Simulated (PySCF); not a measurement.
Bonds broken one at a time in the series HO-X. All species are isolated molecules in the gas phase. One relaxed conformer stands for each flexible species; it need not be the lowest. Strings in code marks are SMILES.

These are B3LYP-D3(BJ)/def2-TZVP run with PySCF values and carry that method's errors. B3LYP has the VWN-RPA correlation part, as in Gaussian. 

| species | highest occupied spin orbital (eV) | dipole moment (D) |
|---|---|---|
| whole molecule (`CO`) | – | [?] |
| whole molecule (`CCO` (C–C–O–H torsion 59°)) | – | – |
| radical fragment (`[CH2]O`) | -4.94 | – |
| radical fragment (`C[CH]O` (C–C–O–H torsion 177°)) | -4.59 | – |
| radical fragment (`C[C](C)C`) | -4.75 | 0.21 |
| radical fragment (`[C]#N`) | -10.57 | 1.37 |
| radical fragment (`CO[C]=O` (C–O–C–O torsion 0°)) | -6.54 | – |
| radical fragment (`[SH]`) | [?] | 0.86 |

Problem. Fill in the missing entries.

Solution. 
- whole molecule (`CO`), dipole moment (D): 1.70
- radical fragment (`[SH]`), highest occupied spin orbital (eV): -7.17
